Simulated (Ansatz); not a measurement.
This Ansatz (an electronic-structure program) input (B2PLYP/def2-TZVP) gives -1.16833 Eh with 12 basis functions. A basis named .json is the Basis Set Exchange file of that set (core-valence sets with the plain set on hydrogen).

Ansatz 0.2 input:
```yaml
crystal:
  periodic: [false, false, false]
  atoms:
    - {symbol: H, position_ang: [-0.00000000, -0.00000000, -0.37201156]}
    - {symbol: H, position_ang: [0.00000000, 0.00000000, 0.37201156]}
basis:
  gaussian:
    orbitals: def2-TZVP
hamiltonian:
  xc: {name: B2PLYP}
magnetization: {spin_polarized: false}
correlation: {electrons: outside_noble_gas}
```

Change:
```diff
- orbitals: def2-TZVP
+ orbitals: 6-31+G_.json
```

### Question
What does the run give now?

### Answer
-1.16040 Eh (B2PLYP/6-31+G*, 4 functions), a change of +7.93 mEh.
